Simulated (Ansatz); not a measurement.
Geometry optimisation, Ansatz 0.2.0, RKS B3LYP-D4/def2-TZVP.

Input:

```yaml
crystal:
  periodic: [false, false, false]
  atoms:
    - { symbol: Al, position_ang: [-0.184676, -5.5e-05, -0.989483] }
    - { symbol: Cl, position_ang: [1.702631, -3.8e-05, 1.878558] }
    - { symbol: H, position_ang: [2.073201, 5.7e-05, 0.599853] }
    - { symbol: F, position_ang: [-1.756656, 3.6e-05, -0.429728] }
basis:
  gaussian: { orbitals: def2-TZVP }
hamiltonian:
  xc: b3lyp
  dispersion: d4
relax:
  f_tol: 0.03
  max_steps: 50
```

Launched with:

```bash
$ ansatz run input.yaml --threads 4 --pin off --max-ram 5120MiB --backend cpu --events-out ev --progress --plain --runs-dir out
```

Where does it end, and by what steps?

The forces met the threshold. The force dipped under the threshold on the way, but the program's further checks kept it going. After 17 steps the energy has fallen by 0.081 eV; H3 moved furthest, 0.78 Å.

```json
{"step": "0", "energy less start (eV)": "0.0000", "largest force component (eV/Å)": "1.135", "accepted": "yes"}
{"step": "1", "energy less start (eV)": "-0.0339", "largest force component (eV/Å)": "0.629", "accepted": "yes"}
{"step": "2", "energy less start (eV)": "-0.0403", "largest force component (eV/Å)": "0.485", "accepted": "yes"}
{"step": "3", "energy less start (eV)": "-0.0491", "largest force component (eV/Å)": "0.623", "accepted": "yes"}
{"step": "4", "energy less start (eV)": "-0.0631", "largest force component (eV/Å)": "0.109", "accepted": "yes"}
{"step": "5", "energy less start (eV)": "-0.0673", "largest force component (eV/Å)": "0.077", "accepted": "yes"}
{"step": "6", "energy less start (eV)": "-0.0224", "largest force component (eV/Å)": "1.384", "accepted": "no"}
{"step": "7", "energy less start (eV)": "-0.0702", "largest force component (eV/Å)": "0.161", "accepted": "yes"}
{"step": "8", "energy less start (eV)": "-0.0728", "largest force component (eV/Å)": "0.260", "accepted": "yes"}
{"step": "9", "energy less start (eV)": "-0.0738", "largest force component (eV/Å)": "0.267", "accepted": "yes"}
{"step": "10", "energy less start (eV)": "-0.0739", "largest force component (eV/Å)": "0.334", "accepted": "yes"}
{"step": "11", "energy less start (eV)": "-0.0775", "largest force component (eV/Å)": "0.324", "accepted": "yes"}
{"step": "12", "energy less start (eV)": "-0.0802", "largest force component (eV/Å)": "0.100", "accepted": "yes"}
{"step": "13", "energy less start (eV)": "-0.0811", "largest force component (eV/Å)": "0.022", "accepted": "yes"}
{"step": "14", "energy less start (eV)": "-0.0571", "largest force component (eV/Å)": "1.065", "accepted": "no"}
{"step": "15", "energy less start (eV)": "-0.0806", "largest force component (eV/Å)": "0.203", "accepted": "no"}
{"step": "16", "energy less start (eV)": "-0.0813", "largest force component (eV/Å)": "0.043", "accepted": "yes"}
{"step": "17", "energy less start (eV)": "-0.0814", "largest force component (eV/Å)": "0.022", "accepted": "yes"}
```

```xyz
4
Properties=species:S:1:pos:R:3
Al -0.541 0.000 -1.401
Cl 1.395 0.000 1.468
H 2.637 0.000 1.145
F -1.657 0.000 -0.153
```

Whether the end is a true minimum wasn't checked by a vibrational analysis.

Run time: 14 s on 4 threads of Arm Neoverse V1, on a shared host, peak memory 0.18 GiB.
